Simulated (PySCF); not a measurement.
# MgH⁺ at RHF-SCS-MP2

Computed with RHF-SCS-MP2; Mg def2-TZVP, H def2-TZVP; no relativity (PySCF 2.14).

For MgH⁺, the state is ¹Σ⁺ (singlet), closed shell and the bond length is 1.649 Å. The harmonic wavenumber is 1752 cm⁻¹. The force constant is 1.75 mdyn/Å and the rotational constant Be is 6.407 cm⁻¹. The anharmonicity ωexe is 23.6 cm⁻¹ and the vibration–rotation constant αe is 0.146 cm⁻¹. The well depth De to Mg⁺ + H is 1.79 eV. The dissociation energy D0 is 1.68 eV.

Correlated steps freeze 1 core orbital. For an ion De counts to the pair picked by the measured ionisation energies or electron affinities, which need not be the lowest pair at this level. Where the molecule has an RHF reference, its open-shell atoms are computed with UHF.
